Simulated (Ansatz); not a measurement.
System: rock-salt BaTe. Method: PBE+SOC (Ansatz, a program for electronic structure, plane waves, PAW).

Settings: plane-wave cutoff 520 eV, 8×8×8 k mesh, Fermi–Dirac smearing 0.01 eV, PAW data made under PBE.

The cell is scaled about its equilibrium volume:

```
V (Å³/atom)  P (GPa)  direct gap at Γ (eV)  smallest gap on the k mesh (eV)
-----------  -------  --------------------  -------------------------------
41.415          2.02                 2.699                            1.255
42.296          1.27                 2.712                            1.303
43.177          0.60                 2.688                            1.347
44.058          0.00                 2.609                            1.387
44.939         -0.54                 2.533                            1.425
45.821         -1.03                 2.461                            1.460
46.702         -1.46                 2.391                            1.493
```

The fundamental gap (1.39 eV at the equilibrium volume, with added k points) lies elsewhere than Γ–Γ.
